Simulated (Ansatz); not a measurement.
Wavefunction ladder for H$_{2}$MgO$_{2}$ (`[OH][Mg][OH]`)

```xyz
5

O     0.186   -0.724   -1.600
Mg   -0.002    0.002   -0.001
O    -0.194    0.733    1.595
H     0.591   -0.855   -2.447
H    -0.581    0.844    2.453
```

Charge 0, multiplicity 1. Correlated methods include outer-core shells of Mg, which these sets cover unevenly. All single points use the PBE0-D4/def2-TZVP geometry. It is one conformer, not always the lowest. Frozen core, restricted reference, Ansatz. CBS rows extrapolate triple and quadruple zeta. For Mg the program correlates outer-core shells too, which these sets cover unevenly, so the extrapolated numbers aren't a true limit.

```tsv
basis	HF (Eh)	MP2 corr.
def2-SVP	-350.39071	-0.42096
def2-TZVPP	-350.65390	-0.69471
def2-QZVPP	-350.67162	-0.77786
```

Estimate the CCSD correlation energy and the (T) correction in each basis where they were run (hartree).


```tsv
basis	CCSD corr.	(T)
def2-SVP	-0.42951	-0.00773
def2-TZVPP	-0.70132	-0.01864
def2-QZVPP	-0.78102	-0.02341
CBS(def2)	-0.84006	-0.02694
```
